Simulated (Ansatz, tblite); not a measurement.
# VCl3: charged states by level of theory

The task here is to estimate one member of a computed series from the others.

Method: as each input shows; program: Ansatz 0.2.0, Gaussian basis.

Plan: charge +1 doublet, at the geometry of the triplet (PBE0-D4/def2-TZVP, PBE-D4/def2-TZVP, r2SCAN-D4/def2-TZVP, revPBE-D4/def2-TZVP, CAM-B3LYP-D4/def2-TZVP, PBE-QIDH/def2-TZVP, LC-ωPBE/def2-TZVP, B3LYP-D4/def2-TZVP, CCSD(T)/def2-TZVP); charge -1 quartet, at the geometry of the triplet (PBE0-D4/def2-TZVPD, PBE-D4/def2-TZVPD, r2SCAN-D4/def2-TZVPD); charge -1 quartet, relaxed (PBE0-D4/def2-TZVPD, PBE-D4/def2-TZVPD); the starting triplet's energies come from earlier runs.

### The relaxed structure

The triplet was relaxed beforehand with r2SCAN-D4/def2-SVP.

4 atoms, charge 0, spin multiplicity 3.

Atoms are counted from 1 here; the program's logs count them from 0.

Bond lengths: V1–Cl2 2.152 Å, V1–Cl3 2.161 Å, V1–Cl4 2.161 Å. Angles: Cl2–V1–Cl3 123.3°, Cl2–V1–Cl4 123.3°, Cl3–V1–Cl4 113.4°.

Formally the metal is d2. No spin-orbit coupling is included.

The first run:

Contents of in.yaml:

```yaml
crystal:
  periodic: [false, false, false]
  atoms:
    - {symbol: V, position_ang: [0.055107, -0.000574, -0.000017]}
    - {symbol: Cl, position_ang: [2.207134, -0.029067, 0.012683]}
    - {symbol: Cl, position_ang: [-1.107940, 1.820916, -0.016081]}
    - {symbol: Cl, position_ang: [-1.154301, -1.791275, 0.003415]}
basis:
  gaussian: {orbitals: def2-SVP}
total_charge: 1
magnetization: {spin_polarized: true, initial_magnetization: 1}
hamiltonian: {xc: pbe0, dispersion: d4}
output: {orbitals: {seedname: orbitals}}
```

The run is started by

```console
ansatz run in.yaml --threads 2 --pin off --events-out ev --progress --plain --max-ram 4352MiB
```

Among the steps run: Charge +1 doublet at the fixed geometry, first pass, PBE0-D4/def2-SVP; Charge +1 doublet at the fixed geometry, PBE0-D4/def2-TZVP; Charge +1 doublet at the fixed geometry, PBE-D4/def2-TZVP; Charge +1 doublet at the fixed geometry, r2SCAN-D4/def2-TZVP; Charge +1 doublet at the fixed geometry, revPBE-D4/def2-TZVP; Charge +1 doublet at the fixed geometry, CAM-B3LYP-D4/def2-TZVP; Charge +1 doublet at the fixed geometry, PBE-QIDH/def2-TZVP; Charge +1 doublet at the fixed geometry, LC-ωPBE/def2-TZVP; Charge +1 doublet at the fixed geometry, B3LYP-D4/def2-TZVP; Charge +1 doublet at the fixed geometry, CCSD(T)/def2-TZVP.

One table of the session follows, with a row left open; its other results are not shown here.

It belongs to the step «Vertical ionisation energy». Beside −ε(HOMO) of the starting state (over both spins):

```
                 level  −ε(HOMO) (eV)  by difference (eV)  mismatch (eV)
      PBE-D4/def2-TZVP           5.63                8.78          -3.15
   revPBE-D4/def2-TZVP           5.60                8.74          -3.14
   r2SCAN-D4/def2-TZVP           6.32                9.18          -2.87
    B3LYP-D4/def2-TZVP           7.60                9.52          -1.93
     PBE0-D4/def2-TZVP              ?                   ?              ?
CAM-B3LYP-D4/def2-TZVP           9.55                9.98          -0.43
     LC-ωPBE/def2-TZVP          10.98               10.31          +0.67
```

**Question.** Estimate the row for PBE0-D4/def2-TZVP.

As computed: −ε(HOMO) (eV): 8.03; by difference (eV): 9.71; mismatch (eV): -1.68. In the column «−ε(HOMO) (eV)» it lies between B3LYP-D4/def2-TZVP (7.60) and CAM-B3LYP-D4/def2-TZVP (9.55).

Limits of these values: The anion's highest level is positive in at least one run, so there the basis alone may hold the extra electron.
